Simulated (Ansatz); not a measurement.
# AlPH+ (triplet): wave-function methods side by side, cc-pVDZ

One table from this session's results is given with a row withheld; the runs are named, their logs left out.

The runs use Ansatz 0.2.0, Gaussian basis; cc-pVDZ, core rule «outside noble gas», up to 10 orbitals frozen.

The runs, in order: UHF; CCSD(T) on ROHF; CCSD(T) on UHF; BCCD(T) on ROHF; CISD; CCSDT(Q) on ROHF; CCSDT(Q) on UHF.

27 further runs of the same task are left out: 8 for a known fault of the program, 5 that didn't finish, 14 set aside as unsound or not needed.

**The geometry**

The geometry is a PBE0/def2-TZVP stationary point (not a proven minimum) of the parent state, kept for this charge and spin.

3 atoms, charge 1, spin multiplicity 3.

Atoms are counted from 1 here; the program's logs count them from 0.

Bond lengths: Al1–P2 2.144 Å, Al1–H3 1.581 Å. Angles: P2–Al1–H3 180.0°.

Coordinates:

```xyz
3
AlHP
Al    0.0000    0.0000    0.1876
P     0.0000    0.0000   -1.9566
H     0.0000    0.0000    1.7690
```

The first run:

Contents of in.yaml:

```yaml
crystal:
  periodic: [false, false, false]
  atoms:
    - {symbol: Al, position_ang: [0.000000, 0.000000, 0.187600]}
    - {symbol: P, position_ang: [0.000000, 0.000000, -1.956600]}
    - {symbol: H, position_ang: [0.000000, 0.000000, 1.769000]}
basis:
  gaussian: {orbitals: cc-pVDZ}
total_charge: 1
magnetization: {spin_polarized: true, initial_magnetization: 2}
hamiltonian: {xc: hf}
output: {orbitals: {seedname: orbitals}}
```

On the command line:

```
$ ansatz run in.yaml --threads 1 --pin off --events-out ev --progress --plain --max-ram 2393MiB
```

Steps of the session up to this table: UHF; CCSD(T) on ROHF; CCSD(T) on UHF; BCCD(T) on ROHF; CISD; CCSDT(Q) on ROHF; CCSDT(Q) on UHF.

One table of the session follows, with a row left open; its other results are not shown here.

It belongs to the step «Misses and costs». 

| method | from UCCSDT(Q) (meV) |
| --- | --- |
| ROHF | +4191.1 |
| UHF | +4067.5 |
| RMP2 | +943.5 |
| UMP2 | +971.9 |
| CISD | +360.5 |
| RCCSD | +147.7 |
| UCCSD | +144.0 |
| RCCSD(T) | +36.1 |
| UCCSD(T) | +35.9 |
| BCCD(T) | +36.0 |
| RCCSDT | +7.4 |
| UCCSDT | ? |
| RCCSDT(Q) | +0.5 |
| UCCSDT(Q) | 0 |

**Question.** Estimate the row for UCCSDT.

As computed: from UCCSDT(Q) (meV): +7.0. In the column «from UCCSDT(Q) (meV)» it lies between RCCSDT(Q) (+0.5) and RCCSDT (+7.4).

Limits of these values: Restricted and unrestricted rows rest on different reference determinants; where their highest levels disagree by more than a few hundredths of an eV, they describe different states and don't form one ladder.
